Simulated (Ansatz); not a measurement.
We consider LaOBiS₂ (P4/nmm, No. 129; cell taken from a computed entry), described by HSE06+SOC (plane waves, PAW; Ansatz, a quantum-chemistry and plane-wave program).

Settings: plane-wave cutoff 460 eV, 6×6×2 k mesh (along the axes of the cell as run), Fermi–Dirac smearing 0.01 eV, PAW data made under PBE.

Cell (relaxed with PBEsol):

```
BiLaOS2
1.0
    4.00295     0.00000     0.00000
    0.00000     4.00295     0.00000
    0.00000     0.00000    13.91788
La Bi S O
2 2 4 2
Cartesian
  2.00147   0.00000   8.20389
  0.00000   2.00147   5.71398
  0.00000   2.00147  12.10909
  2.00147   0.00000   1.80878
  2.00147   0.00000  12.43732
  0.00000   2.00147   1.48056
  0.00000   2.00147   9.60959
  2.00147   0.00000   4.30828
  0.00000   0.00000   6.95894
  2.00147   2.00147   6.95894
```

What does this level give for the band gap and Γ–Γ gap?


- band gap = 0.63 eV (direct)
- Γ–Γ gap = 4.18 eV

Note: cell and atoms aren't relaxed at this level (largest force component 0.32 eV/Å, pressure 1.8 GPa); the cell has widely spaced layers and the level no dispersion term, so their spacing and the moduli can rest on weak binding.
